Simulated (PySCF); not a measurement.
**H2S (SMILES S) at 6 levels**

Wanted: a comparison of 6 runs (B3LYP/6-31G*, r2SCAN/6-31G*, wB97X-V/6-31G*, BCCD(T)/6-31G*, CCSDT(Q)/6-31G*, FCI/6-31G*) of H2S. 

The results are computed with PySCF 2.14.0.

2 further runs of the same task are left out: 2 set aside as unsound or not needed.

## 1. Starting point

H2S: 3 atoms, total charge 0, spin state singlet. SMILES: `S`. The S1–H3 distance was set to 2.951 Å, away from the relaxed value. At this shape a bond of the SMILES string is far longer than usual.

Bond lengths: S1–H2 1.341 Å.

## 2. The energy at B3LYP/6-31G(d) (spherical functions) (run 1)

The input, start.xyz:

```xyz
3

S      1.802191     0.243205     1.024147
H      1.404591     1.521505     0.942647
H     -0.593400    -0.717100    -0.406300
```

The input, job.py:

```python
from pyscf import gto, dft

mol = gto.M(
    atom='start.xyz',
    max_memory=1860,
    basis='6-31g*',
    spin=0,
    verbose=3,
    charge=0,
)

mf = dft.RKS(mol)
mf.xc = 'b3lyp'
mf.conv_tol = 1e-10
mf.grids.level = 5
mf.kernel()
if not mf.converged:
    mf = mf.newton().run(mf.mo_coeff, mf.mo_occ)

energy = mf.e_tot
print('Final energy', energy)
```

Launch:

```sh
$ OMP_NUM_THREADS=1 python job.py
```

The log of the run:

```text
converged SCF energy = -399.210926492087
Final energy -399.2109264920865
```

It took 2.2 s on 1 thread of Arm Neoverse V1, shared host; peak memory 0.18 GiB.

## 3. The energy at r2SCAN/6-31G(d) (spherical functions) (run 2)

The input, input.py:

```python
from pyscf import gto, dft

mol = gto.M(
    atom='S 1.802191 0.243205 1.024147; H 1.404591 1.521505 0.942647; H -0.593400 -0.717100 -0.406300',
    verbose=3,
    max_memory=1860,
    basis='6-31g*',
)

myscf = dft.RKS(mol, xc='r2scan')
myscf.conv_tol = 1e-10
myscf.grids.level = 5
myscf.kernel()
if not myscf.converged:
    myscf = myscf.newton().run(myscf.mo_coeff, myscf.mo_occ)

etot = myscf.e_tot
print('E = %.10f Eh' % etot)
```

Launch:

```sh
$ OMP_NUM_THREADS=1 python input.py
```

The log of the run:

```text
SCF not converged.
SCF energy = -399.15949381218
converged SCF energy = -399.159493813281
E = -399.1594938133 Eh
```

It took 4.5 s on 1 thread of Arm Neoverse V1, shared host; peak memory 0.23 GiB.

## 4. A single-point energy at wB97X-V/6-31G(d) (spherical functions) (run 3)

The input, calc.py:

```python
from pyscf import gto, dft

mol = gto.M(
    atom='S 1.802191 0.243205 1.024147; H 1.404591 1.521505 0.942647; H -0.593400 -0.717100 -0.406300',
    verbose=3,
    basis='6-31g*',
    max_memory=1860,
    charge=0,
)

myscf = dft.RKS(mol, xc='wb97x-v')
myscf.conv_tol = 1e-10
myscf.grids.level = 5
myscf.nlcgrids.level = 1
myscf.kernel()
if not myscf.converged:
    myscf = myscf.newton().run(myscf.mo_coeff, myscf.mo_occ)

e_tot = myscf.e_tot
print(f'total energy: {e_tot:.8f} hartree')
```

Launch:

```sh
$ OMP_NUM_THREADS=1 python calc.py
```

The log of the run:

```text
converged SCF energy = -399.100270359785
total energy: -399.10027036 hartree
```

Wall time 8.1 s (1 thread of Arm Neoverse V1, shared host); peak memory 0.18 GiB.

Runs 4 to 5 aren't shown in full; the table further down has their settings and results.

## 5. The energy at FCI/6-31G(d) (spherical functions) (run 6)

The input, input.py:

```python
from pyscf import gto, scf, mcscf

mol = gto.Mole()
mol.atom = '''
S      3.405647     0.459591     1.935357
H      2.654292     2.875228     1.781345
H     -1.121363    -1.355123    -0.767796
'''
mol.basis = '6-31g*'
mol.verbose = 4
mol.max_memory = 1860
mol.spin = 0
mol.unit = 'bohr'
mol.build()

calc0 = scf.RHF(mol)
calc0.conv_tol = 1e-10
calc0.kernel()
if not calc0.converged:
    calc0 = calc0.newton().run(calc0.mo_coeff, calc0.mo_occ)

cas = mcscf.CASCI(calc0, calc0.mo_coeff.shape[-1] - 5, (mol.nelec[0] - 5, mol.nelec[1] - 5))  # full CI above the frozen core
cas.fix_spin_(ss=0.0)
cas.kernel()
etot = cas.e_tot
print('E(%s) = %.9f' % ('FCI', etot))
```

Launch:

```sh
$ OMP_NUM_THREADS=1 python input.py
```

The log of the run:

```text
PySCF version 2.14.0

[INPUT] num. atoms = 3
[INPUT] num. electrons = 18
[INPUT] charge = 0
[INPUT] spin (= nelec alpha-beta = 2S) = 0
[INPUT] symmetry False subgroup None
[INPUT] Mole.unit = bohr
[INPUT] Symbol           X                Y                Z      unit          X                Y                Z       unit  Magmom
[INPUT]  1 S      1.802190780838   0.243205083544   1.024146819394 AA    3.405647000000   0.459591000000   1.935357000000 Bohr   0.0
[INPUT]  2 H      1.404590837527   1.521505133799   0.942647178786 AA    2.654292000000   2.875228000000   1.781345000000 Bohr   0.0
[INPUT]  3 H     -0.593399744769  -0.717100209594  -0.406300145836 AA   -1.121363000000  -1.355123000000  -0.767796000000 Bohr   0.0

[... 48 lines left out ...]
converged SCF energy = -398.44749838683
[... 1 line left out ...]
******** <class 'pyscf.mcscf.casci.CASCI'> ********
CAS (4e+4e, 17o), ncore = 5, nvir = 0
natorb = False
canonicalization = True
sorting_mo_energy = False
******** <class 'pyscf.fci.addons.SpinPenaltyFCISolver'> ********
max. cycles = 200
conv_tol = 1e-08
davidson only = True
linear dependence = 1e-12
level shift = 0.001
max iter space = 12
nroots = 1
pspace_size = 400
spin = None
Density matrix diagonal elements [1.97065239 1.95112748 1.96281775 1.34805441 0.63262555 0.02903767
 0.00835789 0.00972352 0.01311943 0.01434983 0.00841961 0.00923218
 0.00836539 0.01074683 0.01090551 0.00712983 0.00533473]
CASCI converged
CASCI E = -398.687121659710  E(CI) = -14.7691535589699  S^2 = 0.0000000
E(FCI) = -398.687121660
```

It took 7.7 min on 1 thread of Arm Neoverse V1, shared host; peak memory 1.4 GiB.

## 6. Overview of the runs

```
run                                  level  nlc grid  integration grid  energy (Eh)  dipole moment (D) of the reference  HOMO energy (eV)  LUMO energy (eV)  wall time
  1     B3LYP/6-31G* (spherical functions)         –                 5  -399.210926                                1.21             -7.19             -5.52      2.2 s
  2    r2SCAN/6-31G* (spherical functions)         –                 5  -399.159494                                1.35             -6.40             -6.12      4.5 s
  3   wB97X-V/6-31G* (spherical functions)         1                 5  -399.100270                                1.35             -9.92             -3.52      8.1 s
  4   BCCD(T)/6-31G* (spherical functions)         –                 –  -398.688267                                   –                 –                 –      1.2 s
  5  CCSDT(Q)/6-31G* (spherical functions)         –                 –  -398.687242                                1.26             -9.44             -2.50      2.6 s
  6       FCI/6-31G* (spherical functions)         –                 –  -398.687122                                1.26             -9.44             -2.50    7.7 min
```

## 7. Outcome

| quantity | value |
| --- | --- |
| run 6: total energy | -398.68712 Eh |
| run 6: dipole moment (Hartree–Fock density) | 1.26 D |
| run 6: HOMO energy (Hartree–Fock orbitals) | -9.44 eV |
| run 6: LUMO energy (Hartree–Fock orbitals) | -2.50 eV |
| run 6: HOMO–LUMO gap (Hartree–Fock orbitals) | 6.95 eV |
| run 6: correlation energy (5 core orbitals frozen) | -239.6 mEh |

What this shows: Against full CI in this basis: BCCD(T) -1.1 mEh; CCSDT(Q) -0.1 mEh. Over runs 1, 2, 3 the dipole moment (its size) runs from 1.21 D (B3LYP/6-31G*) to 1.35 D (r2SCAN/6-31G*). Over runs 1, 2, 3 the HOMO–LUMO gap runs from 0.28 eV (r2SCAN/6-31G*) to 6.40 eV (wB97X-V/6-31G*). Totals of different functionals can't be ranked against each other. In runs 1, 2, 3 a closed-shell determinant meets a far-stretched bond, which it describes badly. All runs together took 8 min, the longest 7.7 min.
